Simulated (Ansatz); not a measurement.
Density of states of Ir (Fm-3m, a = 3.844 Å, b = 3.844 Å, c = 3.844 Å, α = 90.00°, β = 90.00°, γ = 90.00°), in states per eV and primitive cell, averaged over bins of 0.5 eV. The calculation used DFT r2SCAN, scalar-relativistic, plane waves, PAW in Ansatz.

Cutoff 500 eV; k points 18×18×18 on the computed 1-atom cell (Γ-centred); Gaussian smearing, width 0.10 eV; no spin polarisation.

The cell is relaxed at this level. The states (both spins) are summed by tetrahedra on a 27×27×27 mesh at the self-consistent density. Energies are bin centres; the table starts no lower than −8 eV and ends at 6 eV, or lower where the solved bands end.

It is a metal at this level.

```tsv
E − E_F (eV)	total	Ir 5d	Ir 6s
-7.80	0.75	0.49	0.25
-7.30	1.15	0.91	0.23
-6.80	1.13	0.99	0.13
-6.30	0.96	0.89	0.06
-5.80	0.88	0.83	0.02
-5.30	1.06	1.00	0.03
-4.80	1.15	1.07	0.05
-4.30	1.32	1.19	0.08
-3.80	1.60	1.45	0.09
-3.30	1.37	1.26	0.07
-2.80	0.98	0.88	0.05
-2.30	0.95	0.87	0.04
-1.80	1.20	1.12	0.04
-1.30	0.92	0.85	0.03
-0.80	0.83	0.78	0.03
-0.30	0.82	0.77	0.03
0.20	0.95	0.90	0.03
0.70	1.42	1.37	0.03
1.20	0.89	0.83	0.04
1.70	0.33	0.25	0.05
2.20	0.25	0.15	0.07
2.70	0.26	0.13	0.08
3.20	0.26	0.11	0.08
3.70	0.26	0.09	0.09
4.20	0.25	0.07	0.10
4.70	0.25	0.06	0.10
5.20	0.23	0.04	0.09
5.70	0.21	0.03	0.09
```

The columns after the total are the Löwdin projections on the occupied valence shells of the potentials. The rest of the total lies in shells that are empty in the free atom, which aren't projected, and between the atoms.

Spin-orbit coupling is left out, which matters for the bands of heavy elements.